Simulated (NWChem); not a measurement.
System: B anion, triplet

Input file for NWChem:

```
start job
memory heap 200 mb stack 900 mb global 1100 mb
charge -1
geometry units angstroms noautoz
  B      0.000000     0.000000     0.000000
end
basis spherical
  B library aug-cc-pvdz
end
dft
  odft
  mult 3
  xc rpbe cpbe96
  iterations 150
  mulliken
end
task dft energy
```

Parts of the log:

```
             Northwest Computational Chemistry Package (NWChem) 7.3.0
             --------------------------------------------------------

                             Geometry "geometry" -> ""
                             -------------------------

 Output coordinates in angstroms (scale by  1.889725989 to convert to a.u.)

  No.       Tag          Charge          X              Y              Z
 ---- ---------------- ---------- -------------- -------------- --------------
    1 B                    5.0000     0.00000000     0.00000000     0.00000000

 Effective nuclear repulsion energy (a.u.)       0.0000000000

  pbe96 is a nonlocal functional; adding pw91lda local functional.

                                 NWChem DFT Module
                                 -----------------

 Summary of "ao basis" -> "ao basis" (spherical)
 ------------------------------------------------------------------------------
       Tag                 Description            Shells   Functions and Types
 ---------------- ------------------------------  ------  ---------------------
 B                        aug-cc-pvdz                9       23   4s3p2d

            General Information
            -------------------
          SCF calculation type: DFT
          Wavefunction type:  spin polarized.
          No. of atoms     :     1
          No. of electrons :     6
           Alpha electrons :     4
            Beta electrons :     2
          Charge           :    -1
          Spin multiplicity:     3
          Use of symmetry is: off; symmetry adaption is: off
          Maximum number of iterations: 150
          AO basis - number of functions:    23
                     number of shells:     9
          Convergence on energy requested:  1.00D-06
          Convergence on density requested:  1.00D-05
          Convergence on gradient requested:  5.00D-04

              XC Information
              --------------
                          RPBE Exchange Functional  1.000
            Perdew 1991 LDA Correlation Functional  1.000 local
           PerdewBurkeErnz. Correlation Functional  1.000 non-local

             Grid Information
             ----------------
          Grid used for XC integration:  medium
          Radial quadrature: Mura-Knowles
          Angular quadrature: Lebedev.
          Tag              B.-S. Rad. Rad. Pts. Rad. Cut. Ang. Pts.
          ---              ---------- --------- --------- ---------
          B                   0.85       49          11.0       434
          Grid pruning is: on
          Number of quadrature shells:    49
          Spatial weights used:  Erf1

      Superposition of Atomic Density Guess
      -------------------------------------

 Sum of atomic energies:         -24.53313276

 Renormalizing density from       5.00 to      6

      Non-variational initial energy
      ------------------------------

 Total energy =     -27.307111
 1-e energy   =     -38.842653
 2-e energy   =      11.535542
 HOMO         =       0.195555
 LUMO         =       0.195555

     ---------------------------------------------
      Total Density - Mulliken Population Analysis
     ---------------------------------------------

    Atom       Charge   Shell Charges
 -----------   ------   -------------------------------------------------------
    1 B    5     6.00   2.01  0.52  1.24  0.23  0.02 -0.20  2.18  0.00  0.00

     --------------------------------------------
      Spin Density - Mulliken Population Analysis
     --------------------------------------------

    Atom       Charge   Shell Charges
 -----------   ------   -------------------------------------------------------
    1 B    5     2.00   0.00 -0.00 -0.00  0.00  0.02 -0.20  2.18  0.00  0.00

   convergence    iter        energy       DeltaE   RMS-Dens  Diis-err
 ---------------- ----- ----------------- --------- --------- ---------
 d= 0,ls=0.0,diis     1    -24.3581370093 -2.44D+01  9.48D-02  1.05D-01
                                                     2.33D-02  8.10D-02
 d= 0,ls=0.5,diis     2    -24.3930588968 -3.49D-02  1.35D-02  2.62D-01
                                                     8.65D-03  1.02D-01
 d= 0,ls=0.5,diis     3    -24.5166879515 -1.24D-01  1.01D-02  1.48D-01
                                                     5.13D-03  4.96D-02
 d= 0,ls=0.5,diis     4    -24.5940352885 -7.73D-02  6.78D-03  7.16D-02
                                                     2.60D-03  2.07D-02
 d= 0,ls=0.5,diis     5    -24.6332714625 -3.92D-02  4.47D-03  3.31D-02
                                                     1.56D-03  8.71D-03
  Resetting Diis
 d= 0,ls=0.5,diis     6    -24.6521618891 -1.89D-02  3.36D-03  1.74D-02
                                                     1.18D-03  4.43D-03
 d= 0,ls=0.5,diis     7    -24.6617662694 -9.60D-03  6.05D-03  1.14D-02
                                                     2.69D-03  2.86D-03
 d= 0,ls=0.5,diis     8    -24.6753276515 -1.36D-02  3.67D-03  2.34D-03
                                                     1.46D-03  1.85D-04
 d= 0,ls=0.5,diis     9    -24.6789857024 -3.66D-03  2.54D-03  1.38D-03
                                                     1.07D-03  6.69D-05
 d= 0,ls=0.5,diis    10    -24.6806361938 -1.65D-03  1.80D-03  1.06D-03
                                                     6.01D-04  1.22D-05
 d= 0,ls=0.5,diis    11    -24.6814715017 -8.35D-04  1.33D-03  1.02D-03
                                                     4.64D-04  7.64D-05
 d= 0,ls=0.5,diis    12    -24.6817592929 -2.88D-04  9.49D-04  1.24D-03
                                                     2.79D-04  2.12D-04
 d= 0,ls=0.5,diis    13    -24.6820823611 -3.23D-04  7.04D-04  1.26D-03
                                                     2.31D-04  2.62D-04
 d= 0,ls=0.5,diis    14    -24.6823805792 -2.98D-04  6.44D-04  1.17D-03
                                                     1.58D-04  2.61D-04
 d= 0,ls=0.5,diis    15    -24.6827444515 -3.64D-04  6.18D-04  9.75D-04
                                                     8.90D-05  2.17D-04
 d= 0,ls=0.5,diis    16    -24.6830969745 -3.53D-04  5.32D-04  7.57D-04
                                                     4.98D-05  1.66D-04
 d= 0,ls=0.5,diis    17    -24.6833656243 -2.69D-04  4.97D-04  5.93D-04
                                                     2.27D-05  1.29D-04
 d= 0,ls=0.5,diis    18    -24.6835821472 -2.17D-04  4.25D-04  4.65D-04
                                                     1.59D-05  1.01D-04
 d= 0,ls=0.5,diis    19    -24.6837478236 -1.66D-04  3.99D-04  3.65D-04
                                                     8.96D-06  7.94D-05
 d= 0,ls=0.5,diis    20    -24.6838843976 -1.37D-04  3.46D-04  2.84D-04
                                                     3.97D-06  6.08D-05
 d= 0,ls=0.5,diis    21    -24.6839894169 -1.05D-04  3.18D-04  2.20D-04
                                                     4.25D-06  4.67D-05
 d= 0,ls=0.5,diis    22    -24.6840738547 -8.44D-05  2.70D-04  1.68D-04
                                                     2.40D-06  3.53D-05
 d= 0,ls=0.5,diis    23    -24.6841373526 -6.35D-05  2.39D-04  1.29D-04
                                                     2.60D-06  2.70D-05
 d= 0,ls=0.5,diis    24    -24.6841866725 -4.93D-05  2.07D-04  9.76D-05
                                                     1.95D-06  2.03D-05
 d= 0,ls=0.5,diis    25    -24.6842238669 -3.72D-05  1.82D-04  7.43D-05
                                                     1.70D-06  1.54D-05
 d= 0,ls=0.5,diis    26    -24.6842524109 -2.85D-05  1.59D-04  5.63D-05
                                                     1.20D-06  1.16D-05
 d= 0,ls=0.5,diis    27    -24.6842740480 -2.16D-05  1.38D-04  4.26D-05
                                                     8.37D-07  8.78D-06
 d= 0,ls=0.5,diis    28    -24.6842904514 -1.64D-05  1.20D-04  3.23D-05
                                                     6.34D-07  6.63D-06
 d= 0,ls=0.5,diis    29    -24.6843028287 -1.24D-05  1.04D-04  2.44D-05
                                                     3.85D-07  5.01D-06
 d= 0,ls=0.5,diis    30    -24.6843121923 -9.36D-06  9.04D-05  1.85D-05
                                                     1.99D-07  3.80D-06
 d= 0,ls=0.5,diis    31    -24.6843192601 -7.07D-06  7.85D-05  1.40D-05
                                                     1.04D-07  2.88D-06
 d= 0,ls=0.5,diis    32    -24.6843246081 -5.35D-06  6.84D-05  1.06D-05
                                                     8.70D-08  2.18D-06
 d= 0,ls=0.5,diis    33    -24.6843286696 -4.06D-06  5.95D-05  8.04D-06
                                                     5.48D-08  1.65D-06
 d= 0,ls=0.5,diis    34    -24.6843317402 -3.07D-06  5.17D-05  6.08D-06
                                                     8.76D-08  1.25D-06
 d= 0,ls=0.5,diis    35    -24.6843340601 -2.32D-06  4.49D-05  4.60D-06
                                                     2.71D-08  9.43D-07
 d= 0,ls=0.5,diis    36    -24.6843358139 -1.75D-06  3.91D-05  3.48D-06
                                                     6.80D-08  7.14D-07
 d= 0,ls=0.5,diis    37    -24.6843371444 -1.33D-06  3.40D-05  2.63D-06
                                                     4.69D-08  5.39D-07
 d= 0,ls=0.5,diis    38    -24.6843381505 -1.01D-06  2.96D-05  1.99D-06
                                                     5.53D-08  4.07D-07
 d= 0,ls=0.5,diis    39    -24.6843389115 -7.61D-07  2.58D-05  1.50D-06
                                                     6.03D-08  3.08D-07
 d= 0,ls=0.5,diis    40    -24.6843394870 -5.76D-07  2.24D-05  1.14D-06
                                                     4.79D-08  2.32D-07
  Singularity in Pulay matrix. Error and Fock matrices removed.
 d= 0,ls=0.5,diis    41    -24.6843399210 -4.34D-07  1.94D-05  8.58D-07
                                                     4.11D-08  1.75D-07
 d= 0,ls=0.5,diis    42    -24.6843402482 -3.27D-07  1.69D-05  6.49D-07
                                                     2.86D-08  1.33D-07
 d= 0,ls=0.5,diis    43    -24.6843404956 -2.47D-07  1.47D-05  4.91D-07
                                                     1.40D-08  1.01D-07
  Singularity in Pulay matrix. Error and Fock matrices removed.
 d= 0,ls=0.5,diis    44    -24.6843406830 -1.87D-07  1.28D-05  3.72D-07
                                                     7.87D-09  7.60D-08
  Singularity in Pulay matrix. Error and Fock matrices removed.
  Singularity in Pulay matrix. Error and Fock matrices removed.
 d= 0,ls=0.5,diis    45    -24.6843408247 -1.42D-07  1.11D-05  2.81D-07
                                                     5.64D-09  5.75D-08
 d= 0,ls=0.5,diis    46    -24.6843409318 -1.07D-07  9.66D-06  2.12D-07
                                                     1.16D-08  4.35D-08

         Total DFT energy =      -24.684341012869
      One electron energy =      -33.623292500786
           Coulomb energy =       12.980453679593
    Exchange-Corr. energy =       -4.041502191676
 Nuclear repulsion energy =        0.000000000000

 Numeric. integr. density =        5.999999431674

                    DFT Final Alpha Molecular Orbital Analysis
                    ------------------------------------------

 Vector    2  Occ=1.000000D+00  E=-1.233871D-01
              MO Center= -3.8D-07, -3.5D-07, -3.1D-06, r^2= 1.5D+00
   Bfn.  Coefficient  Atom+Function         Bfn.  Coefficient  Atom+Function
  ----- ------------  ---------------      ----- ------------  ---------------
     3      0.553682  1 B  s                  2      0.467517  1 B  s
     4      0.074601  1 B  s

 Vector    3  Occ=1.000000D+00  E= 7.195057D-02
              MO Center= -7.6D-08, -1.6D-07, -7.5D-07, r^2= 4.6D+00
   Bfn.  Coefficient  Atom+Function         Bfn.  Coefficient  Atom+Function
  ----- ------------  ---------------      ----- ------------  ---------------
     6      0.478055  1 B  py                12      0.386153  1 B  py
     9      0.355267  1 B  py                 5     -0.153299  1 B  px
    11     -0.123814  1 B  px                 8     -0.113927  1 B  px
     7     -0.046961  1 B  pz                13     -0.037943  1 B  pz
    10     -0.034896  1 B  pz

 Vector    4  Occ=1.000000D+00  E= 7.195059D-02
              MO Center= -1.4D-07, -9.9D-08, -7.5D-07, r^2= 4.6D+00
   Bfn.  Coefficient  Atom+Function         Bfn.  Coefficient  Atom+Function
  ----- ------------  ---------------      ----- ------------  ---------------
     5      0.475978  1 B  px                11      0.384449  1 B  px
     8      0.353729  1 B  px                 6      0.144521  1 B  py
    12      0.116745  1 B  py                 9      0.107400  1 B  py
     7     -0.082497  1 B  pz                13     -0.066649  1 B  pz
    10     -0.061304  1 B  pz

 Vector    5  Occ=0.000000D+00  E= 8.601161D-02
              MO Center=  4.6D-07,  5.4D-07,  3.6D-06, r^2= 5.6D+00
   Bfn.  Coefficient  Atom+Function         Bfn.  Coefficient  Atom+Function
  ----- ------------  ---------------      ----- ------------  ---------------
    13      0.481423  1 B  pz                 7      0.463281  1 B  pz
    10      0.328035  1 B  pz                12      0.067466  1 B  py
     6      0.064943  1 B  py                11      0.062941  1 B  px
     5      0.060586  1 B  px                 9      0.045989  1 B  py
     8      0.042904  1 B  px

 Vector    6  Occ=0.000000D+00  E= 1.471274D-01
              MO Center= -3.6D-06,  7.3D-05, -9.8D-06, r^2= 1.4D+01
   Bfn.  Coefficient  Atom+Function         Bfn.  Coefficient  Atom+Function
  ----- ------------  ---------------      ----- ------------  ---------------
    12      1.067899  1 B  py                 9     -0.550385  1 B  py
     6     -0.335309  1 B  py                13     -0.142999  1 B  pz
    10      0.073721  1 B  pz                11     -0.052674  1 B  px
     7      0.044914  1 B  pz                 8      0.027147  1 B  px

 Vector    7  Occ=0.000000D+00  E= 1.471275D-01
              MO Center=  6.8D-06,  2.1D-07, -9.3D-07, r^2= 1.4D+01
   Bfn.  Coefficient  Atom+Function         Bfn.  Coefficient  Atom+Function
  ----- ------------  ---------------      ----- ------------  ---------------
    11      1.068473  1 B  px                 8     -0.550667  1 B  px
     5     -0.335476  1 B  px                13     -0.144590  1 B  pz
    10      0.074539  1 B  pz                 7      0.045412  1 B  pz
    12      0.033336  1 B  py

                     DFT Final Beta Molecular Orbital Analysis
                     -----------------------------------------

 Vector    1  Occ=1.000000D+00  E=-6.366497D+00
              MO Center= -8.6D-11,  1.2D-10,  1.5D-10, r^2= 4.1D-02
   Bfn.  Coefficient  Atom+Function         Bfn.  Coefficient  Atom+Function
  ----- ------------  ---------------      ----- ------------  ---------------
     1      1.005424  1 B  s

 Vector    2  Occ=1.000000D+00  E=-7.049491D-02
              MO Center=  3.9D-07,  5.3D-07,  3.5D-06, r^2= 1.6D+00
   Bfn.  Coefficient  Atom+Function         Bfn.  Coefficient  Atom+Function
  ----- ------------  ---------------      ----- ------------  ---------------
     3      0.532507  1 B  s                  2      0.456642  1 B  s
     4      0.116701  1 B  s                 16      0.025475  1 B  d  0

 Vector    3  Occ=0.000000D+00  E= 1.007321D-01
              MO Center= -4.5D-07, -4.1D-07, -3.1D-06, r^2= 5.5D+00
   Bfn.  Coefficient  Atom+Function         Bfn.  Coefficient  Atom+Function
  ----- ------------  ---------------      ----- ------------  ---------------
    13      0.470649  1 B  pz                 7      0.465457  1 B  pz
    10      0.335453  1 B  pz                12      0.065970  1 B  py
     6      0.065243  1 B  py                11      0.061545  1 B  px
     5      0.060866  1 B  px                 9      0.047020  1 B  py
     8      0.043866  1 B  px

[...]
```

Level: RPBE/aug-cc-pVDZ, spin-unrestricted. The open p shell is one determinant without spherical averaging. No stability test was run on the SCF state. The highest occupied level is positive, so the extra electron may be held by the finite basis.
